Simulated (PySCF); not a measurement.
Compound: C₄H₅N.
Bonds: C1–C2 (double), C2–C3, C3–C4, C4–N5 (triple). Hydrogens: H6, H7 on C1; H8 on C2; H9, H10 on C3.

The same species was optimised twice, with GFN2-xTB and with PBE0-D3(BJ)/def2-SVP (PySCF), and the same property calculations (PySCF, gas phase) were run on both structures.

```csv
coordinate,GFN2-xTB,PBE0-D3(BJ)/def2-SVP,change
C3–C4 (Å),1.443,1.461,+0.018
C1–H6 (Å),1.076,1.093,+0.017
C1–H7 (Å),1.078,1.095,+0.017
C4≡N5 (Å),1.143,1.157,+0.014
C2–H8 (Å),1.082,1.096,+0.014
C1=C2 (Å),1.319,1.331,+0.012
C3–H9 (Å),1.095,1.104,+0.009
C3–H10 (Å),1.093,1.102,+0.009
C2–C3 (Å),1.504,1.505,+0.001
C2–C3–C4 (°),110.0,112.7,+2.7
H9–C3–H10 (°),109.0,106.8,-2.2
C1–C2–H8 (°),121.0,120.0,-1.0
H6–C1–H7 (°),116.3,117.2,+0.9
C2–C1–H6 (°),121.7,121.0,-0.7
C3–C2–H8 (°),115.2,115.9,+0.7
C4–C3–H9 (°),108.0,107.4,-0.6
C3–C4–N5 (°),179.0,179.4,+0.4
C1–C2–C3–C4 (°),-118,-121,-3
```

Rotational constants: A = 18064, B = 2773, C = 2623 MHz (GFN2-xTB) against A = 19081, B = 2632, C = 2513 MHz (PBE0-D3(BJ)/def2-SVP). Point groups within 0.08 Å: C1 and C1. Atoms that the bonding makes alike are paired by their places after alignment.

On the GFN2-xTB structure: HOMO (eV) -8.32 [PBE0/pcSseg-1]; LUMO (eV) -0.36 [PBE0/pcSseg-1]; dipole (D) 3.92 [PBE0/pcSseg-1]; GIAO shielding of C1 (ppm) 59.2 [PBE0/pcSseg-1]; GIAO shielding of C2 (ppm) 49.3 [PBE0/pcSseg-1]; GIAO shielding of C3 (ppm) 162.5 [PBE0/pcSseg-1]; GIAO shielding of C4 (ppm) 65.8 [PBE0/pcSseg-1]; GIAO shielding of N5 (ppm) -33.6 [PBE0/pcSseg-1].

What do these properties become on the PBE0-D3(BJ)/def2-SVP structure?

| property | level | on GFN2-xTB | on PBE0-D3(BJ)/def2-SVP | change |
| --- | --- | --- | --- | --- |
| HOMO (eV) | PBE0/pcSseg-1 | -8.32 | -8.28 | +0.04 |
| LUMO (eV) | PBE0/pcSseg-1 | -0.36 | -0.44 | -0.08 |
| dipole (D) | PBE0/pcSseg-1 | 3.92 | 3.98 | +0.06 |
| energy, GFN2-xTB geometry as zero (kcal/mol) | PBE0/pcSseg-1 | 0.0 | -0.6 | -0.6 |
| GIAO shielding of C1 (ppm) | PBE0/pcSseg-1 | 59.2 | 55.4 | -3.8 |
| GIAO shielding of C2 (ppm) | PBE0/pcSseg-1 | 49.3 | 47.2 | -2.1 |
| GIAO shielding of C3 (ppm) | PBE0/pcSseg-1 | 162.5 | 160.0 | -2.5 |
| GIAO shielding of C4 (ppm) | PBE0/pcSseg-1 | 65.8 | 63.2 | -2.6 |
| GIAO shielding of N5 (ppm) | PBE0/pcSseg-1 | -33.6 | -40.4 | -6.8 |

The heavy atoms differ by 0.050 Å rms after alignment. Among all bonds C1–H6, C1–H7 and C3–C4 change most and about equally (+0.017 to +0.018 Å). Changes are differences of the printed values. Neither structure is proved a minimum here.

Shape of the structure used: `[CH2:1]=[CH:2][CH2:3][C:4]#[N:5]`: C1–C2–C3–C4 -121°.
